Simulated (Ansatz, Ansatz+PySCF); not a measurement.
```xyz
5

C    -0.0126   -0.3799   -0.0539
O    -0.0030   -0.3736    1.0519
O    -0.0154    0.6585   -0.9479
H    -0.0200   -1.2939   -0.6847
H    -0.0399    1.4150   -0.3451
```

RHF-MP2 on singlet CH2O2 was run in several spherical basis sets with Ansatz (development build ahead of 0.2.0). Frozen core: 3 orbitals. Caution for RHF-MP2: no unrestricted run beside it, a lower state can exist.

Q: Rank the basis sets by the total energy that they give, lowest first, with the distance from the lowest.
A. cc-pVDZ
B. def2-TZVP
C. aug-cc-pVDZ
D. STO-3G
E. def2-SVP
F. cc-pVTZ
G. 6-31G
H. 6-31G(d)

A: F (0.00 eV), B (0.03 eV), C (4.06 eV), A (5.24 eV), H (6.59 eV), E (9.68 eV), G (13.17 eV), D (84.97 eV).

Totals follow the description of the cores as much as that of the bonds, so this order isn't one of quality for chemistry.
